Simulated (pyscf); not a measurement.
Single points on ωB97X-D3(BJ)/def2-SVP structures (PySCF, gas phase).

Q: Estimate by transition-state theory the rate constant of H₃Si–Cl (SMILES [SiH3]Cl) + H₃Si–Te–Al(Cl)–Cl (SMILES [SiH3][Te][Al]([Cl])[Cl]) -> H₃Si–Te–SiH₃ (SMILES [SiH3][Te][SiH3]) + Cl–Al(Cl)–Cl (SMILES [Cl][Al]([Cl])[Cl]) (singlet surface; Cl–Si, Al–Te broken, Si–Te, Al–Cl formed) at 600 K, with ωB97M-D3(BJ)/def2-TZVP energies (ideal gas, 1 atm, RRHO with modes under 100 cm⁻¹ raised to 100, one conformer, R ln 2 for chiral ones without a mode under 150 cm⁻¹; no tunnelling).

A: The electronic barrier is 5.1 kcal/mol and the thermal terms add +25.5, so ΔG‡ = 30.5 kcal/mol. With k_BT/h = 1.25e+13 s⁻¹ and RT = 1.192 kcal/mol, and a volume of 8.18e-20 cm³ per molecule at 1 atm, k = 7.8e-18 cm³ molecule⁻¹ s⁻¹. Wigner's tunnelling factor for 254i cm⁻¹ would be 1.02. A shift of 1 kcal/mol in the barrier changes k by a factor 2.3. On the reactant side the descent ends in an adduct with a Al–Cl contact, 14.6 kcal/mol under the separated species and 11.3 kcal/mol under the saddle at ωB97X-D3(BJ)/def2-TZVP. On the product side the descent ends in an adduct with a Al–Te contact, 29.0 kcal/mol under the separated species and 25.4 kcal/mol under the saddle at ωB97X-D3(BJ)/def2-TZVP. What is counted as formed (Al–Cl) is already present as a longer contact in the reactant adduct; forming that adduct is a step of its own. What is counted as broken (Al–Te) persists as a longer contact in the product adduct; parting that adduct is a step of its own. At ωB97X-D3(BJ) the barrier from the zero used here is -3.4 kcal/mol. This is the saddle that the search found; another between the same sides may lie lower. Elements past Kr carry the def2 core potentials, without spin-orbit coupling.
